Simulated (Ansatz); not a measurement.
**C₅H₈O: up Jacob's ladder to CCSD(T)**

Aim: compute C₅H₈O with functionals from several rungs and with coupled cluster. The yardstick is the atomisation energy at the CCSD(T) limit.

Method: functionals in def2-TZVPP, the program's frozen cores in correlated methods; program: Ansatz 0.2.0, Gaussian basis.

Plan: PBE-D4, r2SCAN-D4, PBE0-D4, B3LYP-D4, ωB97X-V, ωB97M-V, B2PLYP; CCSD(T)/def2-TZVPP; MP2/def2-QZVPP; extrapolation to the limit.

## 1. Structure used throughout

The geometry comes from an earlier relaxation with PBE0-D4 in a triple-zeta def2 set; it is a stationary point, not always the lowest conformer.

SMILES `C=CCC1CO1`, 14 atoms, charge 0, spin multiplicity 1.

Atoms are counted from 1 here; the program's logs count them from 0.

Bond lengths: C1–C2 1.326 Å, C1–H7 1.085 Å, C1–H8 1.084 Å, C2–C3 1.495 Å, C2–H9 1.088 Å, C3–C4 1.498 Å, C3–H10 1.097 Å, C3–H11 1.097 Å, C4–C5 1.459 Å, C4–O6 1.419 Å, C4–H12 1.090 Å, C5–O6 1.418 Å, C5–H13 1.088 Å, C5–H14 1.087 Å. Angles: C2–C1–H7 122.2°, C2–C1–H8 121.0°, H7–C1–H8 116.8°, C1–C2–C3 126.2°, C1–C2–H9 118.7°, C3–C2–H9 115.1°, C2–C3–C4 114.8°, C2–C3–H10 109.0°, C2–C3–H11 109.7°, C4–C3–H10 109.0°, C4–C3–H11 108.6°, H10–C3–H11 105.4°, C3–C4–C5 121.8°, C3–C4–O6 116.3°, C3–C4–H12 115.6°, C5–C4–O6 59.0°, C5–C4–H12 117.5°, O6–C4–H12 113.8° and more.

## 2. PBE-D4 (GGA)

in.yaml

```yaml
crystal:
  periodic: [false, false, false]
  atoms:
    - {symbol: C, position_ang: [-1.874166, -0.039941, 0.649623]}
    - {symbol: C, position_ang: [-0.766115, 0.144156, 1.354252]}
    - {symbol: C, position_ang: [0.633826, 0.000001, 0.850295]}
    - {symbol: C, position_ang: [0.746834, -0.535253, -0.544022]}
    - {symbol: C, position_ang: [0.819924, 0.347020, -1.703396]}
    - {symbol: O, position_ang: [1.978797, -0.302993, -1.207880]}
    - {symbol: H, position_ang: [-1.852421, -0.322468, -0.397205]}
    - {symbol: H, position_ang: [-2.850975, 0.090059, 1.100135]}
    - {symbol: H, position_ang: [-0.853207, 0.430455, 2.400132]}
    - {symbol: H, position_ang: [1.193007, -0.654955, 1.530354]}
    - {symbol: H, position_ang: [1.144410, 0.969671, 0.895122]}
    - {symbol: H, position_ang: [0.347121, -1.537138, -0.698031]}
    - {symbol: H, position_ang: [0.788610, 1.423259, -1.548370]}
    - {symbol: H, position_ang: [0.470759, 0.001826, -2.673411]}
basis:
  gaussian: {orbitals: def2-TZVPP}
hamiltonian: {xc: pbe, dispersion: d4}
output: {forces: true, orbitals: {seedname: orbitals}}
```

The runs that follow: r2SCAN-D4 (meta-GGA); PBE0-D4 (hybrid); B3LYP-D4 (hybrid); ωB97X-V (range-separated); ωB97M-V (range-separated); B2PLYP (double hybrid); CCSD(T) in def2-TZVPP; MP2 in def2-QZVPP.

**Question.** What will the summary of the whole plan be? Wanted: atomisation energy, CCSD(T)/CBS; farthest; mean size of error, hybrid; mean size of error, range-separated; gap, smallest and largest; T1 diagnostic; triples share of the correlation energy.

As calculated:

| quantity | value |
| --- | --- |
| atomisation energy, CCSD(T)/CBS | 1389.8 kcal/mol |
| functionals within 6.9 kcal/mol (0.5 %) | B3LYP-D4, ωB97X-V, ωB97M-V |
| farthest | PBE-D4 (+43.3 kcal/mol) |
| mean size of error, hybrid | 8.8 kcal/mol |
| mean size of error, range-separated | 5.0 kcal/mol |
| gap, smallest and largest | 5.37 eV (PBE-D4), 12.46 eV (ωB97X-V) |
| T1 diagnostic | 0.0110 |
| triples share of the correlation energy | 4.2 % |

In words: PBE-D4 misses by +43.3 kcal/mol. Double hybrids carry the basis error of their MP2 part in triple zeta, and no dispersion term here, so their miss is partly the set-up's. Misses under about 6.9 kcal/mol are within the doubt on the reference itself, which lacks core-valence correlation, relativity and higher excitations. Hartree-Fock recovers 73 % of the binding; the rest is correlation. The gap grows from 5.4 to 12.5 eV across the functionals, mostly with the share of exact exchange.
